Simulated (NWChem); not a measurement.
# NWChem timings: Si2H6 (disilane)

The species is Si2H6 (8 atoms), meant as a singlet with charge 0. SMILES: `[SiH3][SiH3]`. The shape is that of a PBE0-D4/def2-TZVP optimisation.

```
atom    x (Å)    y (Å)    z (Å)
  Si  -0.3405   0.4902  -1.0049
  Si   0.3635  -0.5044   0.9910
   H   0.8339   0.9482  -1.7949
   H  -1.1129  -0.4839  -1.8219
   H  -1.2080   1.6641  -0.7179
   H   1.1390   0.4686   1.8063
   H   1.2281  -1.6805   0.7040
   H  -0.8110  -0.9592   1.7826
```

Program: NWChem 7.3.0. Hardware: 1 thread of Intel Xeon Platinum 8259CL at 2.50GHz (Skylake/Cascade Lake), shared host, so times are rough. Two-electron integrals are exact unless an approximation is named.

**Question.** Estimate their order by wall time, quickest first.
A. energy of the doublet cation at USVWN5/6-31G** (spherical functions), grid fine
B. energy at SVWN5/6-31G** (spherical functions), grid fine
C. energy at SVWN5/STO-3G, grid fine

**Answer.** C (3.3 s), B (8.4 s), A (24 s).
